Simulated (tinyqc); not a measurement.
Worked calculation: UHF in the sto-3g basis, for OH-, spin multiplicity 1. The basis has no diffuse functions, so it cannot describe the extra electron: this is an exercise in the method, not the real anion. One step of it, computed by the program tinyqc.

Question. Iteration 4: DIIS coefficients. Solve [B -1; -1 0][c; lambda] = [0; -1] for the coefficients, which sum to one.

B (overlaps of the stored error matrices), lower triangle:
```
                1              2              3              4
1   3.2336983e-01
2   6.8346114e-02  7.8102640e-02
3   6.9296857e-02  7.0014012e-02  6.5155172e-02
4  -2.4918208e-02  2.0395528e-02  1.7473840e-02  1.5598410e-02
```

Give: DIIS coefficients.

Answer.

DIIS coefficients: 0.2032  -0.4009  -0.0327  1.2304
